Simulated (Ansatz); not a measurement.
# CH₂Si (triplet): the correlation ladder, cc-pVDZ

How much of the correlation energy of CH₂Si (triplet) does each wave-function method recover here?

Computed with Ansatz 0.2.0, Gaussian basis. Level: cc-pVDZ, core rule «outside noble gas», up to 6 orbitals frozen.

The runs, in order: UHF; CCSD(T) on ROHF; CCSD(T) on UHF; BCCD(T) on ROHF; CISD; CCSDT(Q) on ROHF; CCSDT(Q) on UHF; CCSDTQ on ROHF; CASSCF and MRCISD+Q, 10 electrons in 10 orbitals; CASSCF and NEVPT2, 10 electrons in 10 orbitals.

4 further runs of the same task are left out: 4 set aside as unsound or not needed.

### Step 1. The geometry

The geometry is a PBE0/def2-TZVP stationary point (not a proven minimum).

4 atoms, charge 0, spin multiplicity 3.

Atoms are counted from 1 here; the program's logs count them from 0.

Bond lengths: Si1–C2 1.820 Å, Si1–H3 1.492 Å, Si1–H4 1.492 Å. Angles: C2–Si1–H3 125.7°, C2–Si1–H4 125.7°, H3–Si1–H4 108.7°.

### Step 2. UHF

in.yaml

```yaml
crystal:
  periodic: [false, false, false]
  atoms:
    - {symbol: Si, position_ang: [0.000000, 0.000000, 0.477506]}
    - {symbol: C, position_ang: [0.000000, 0.000000, -1.342750]}
    - {symbol: H, position_ang: [0.000000, 1.212489, 1.347482]}
    - {symbol: H, position_ang: [0.000000, -1.212489, 1.347482]}
basis:
  gaussian: {orbitals: cc-pVDZ}
magnetization: {spin_polarized: true, initial_magnetization: 2}
hamiltonian: {xc: hf}
output: {orbitals: {seedname: orbitals}}
```

The run is started by

```sh
$ ansatz run in.yaml --threads 1 --pin off --events-out ev --progress --plain --max-ram 3968MiB --backend cpu
```

After this run come: CCSD(T) on ROHF; CCSD(T) on UHF; BCCD(T) on ROHF; CISD; CCSDT(Q) on ROHF; CCSDT(Q) on UHF; CCSDTQ on ROHF; CASSCF and MRCISD+Q, 10 electrons in 10 orbitals; CASSCF and NEVPT2, 10 electrons in 10 orbitals.

**Question.** What will the summary of the whole plan be? Wanted: RCCSDTQ below the RHF energy; RMP2 from RCCSDTQ; UMP2 from RCCSDTQ; RCCSD from RCCSDTQ; RCCSD(T) from RCCSDTQ; UCCSD(T) from RCCSDTQ; RCCSDT(Q) from RCCSDTQ; UCCSDT(Q) from RCCSDTQ; NEVPT2 valence from RCCSDTQ.

**Answer**, as computed:

| quantity | value |
| --- | --- |
| RCCSDTQ below the RHF energy | -6.1831 eV |
| RMP2 from RCCSDTQ | +140.4 kJ/mol |
| UMP2 from RCCSDTQ | +148.2 kJ/mol |
| RCCSD from RCCSDTQ | +33.2 kJ/mol |
| RCCSD(T) from RCCSDTQ | +7.6 kJ/mol |
| UCCSD(T) from RCCSDTQ | +10.8 kJ/mol |
| RCCSDT(Q) from RCCSDTQ | +0.1 kJ/mol |
| UCCSDT(Q) from RCCSDTQ | -0.1 kJ/mol |
| NEVPT2 valence from RCCSDTQ | +89.6 kJ/mol |
| MRCISD+Q valence from RCCSDTQ | +4.1 kJ/mol |
| levels within 1 kcal/mol (43 meV) | RCCSDT, UCCSDT, RCCSDT(Q), UCCSDT(Q), MRCISD+Q valence |
| T1 diagnostic | 0.054 |
| effectively unpaired electrons | 2.27 |

**Reading.** RCCSD(T) lands +7.6 kJ/mol from the yardstick (1.3 % of the correlation energy). CCSD(T) misses by +7.6 kJ/mol on the restricted determinant and by +10.8 kJ/mol on the unrestricted one; the two need not hold the same state or core. The occupations show some static correlation. Of the multireference levels listed MRCISD+Q valence comes nearest in total energy (+4.1 kJ/mol), which doesn't show that its space is the better one. Coupled cluster took another determinant than the lowest Hartree-Fock one. These misses are within one basis, not against nature; the frozen cores of restricted and unrestricted runs differ, which can shift their rows.
